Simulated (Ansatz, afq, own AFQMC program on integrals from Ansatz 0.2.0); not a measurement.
## Sn⁺, doublet in def2-TZVPP, levels against full CI

A free Sn cation.

Basis def2-TZVPP with its core potentials. Only valence electrons are correlated. Integrals, coupled cluster, full CI and functionals: Ansatz 0.2.0; the random walks run on the same integrals in our own AFQMC program. The CISD trial takes its coefficients from CCSD amplitudes. Released means that phaseless walkers are propagated on without the constraint, phases kept. Free AFQMC starts from the CCSD state and is never constrained. Its projection time is finite, and what remains of the start isn't in its error. Uncertainties: one standard error, sampling alone. No spin–orbit coupling.

Determinant: UHF, the one that the program's search chose, which needn't be the lowest solution.

Full CI on the same integrals is exact in this basis and with this determinant's frozen core.

Cautions: no spin-orbit coupling; inner d shell frozen.

* T1 diagnostic: 0.0102
* weight of the determinant in the CISD state: 0.955
* ⟨S²⟩ of the determinant: 0.761
* size of the correlated space: 3 electrons in 41 orbitals

```csv
level,correlation energy (eV)
MP2,-0.8770
CCSD,-1.1976
CCSD(T),-1.2154
```

(1) Estimate where AFQMC with the constraint released lies against CCSD(T) on the same integrals.

(1) 7.8 ± 1.8 meV below CCSD(T).

Reference: full CI, correlation energy -1.221 eV. The released energy is read at 2.40 1/Eh (meV from the phaseless value at times in 1/Eh: -0.3 ± 1.4 at 0.24, -1.9 ± 1.4 at 0.51, -2.7 ± 1.3 at 0.99, -2.0 ± 1.2 at 1.62, -3.4 ± 1.8 at 2.40).

| level | E − E(reference) (meV) | share of correlation (%) |
| --- | --- | --- |
| CCSD(T) | 5.9 | 99.51 |
| ph-AFQMC/CISD | 1.5 ± 1.4 | 99.88 |
| released AFQMC | -1.9 ± 1.8 | 100.15 |
| free AFQMC | -0.1 ± 1.2 | 100.00 |

Free projections are given only where their last times agree within the noise and don't stop above the reference; a slow remainder of the start can still hide under it. A walk keeps the symmetry of its determinant, which the program's search chose and which needn't be the lowest solution, so a lower state of the same spin and another symmetry isn't excluded. Released energies are given only where the last usable release times agree within the noise; a slower fall can still hide under it.
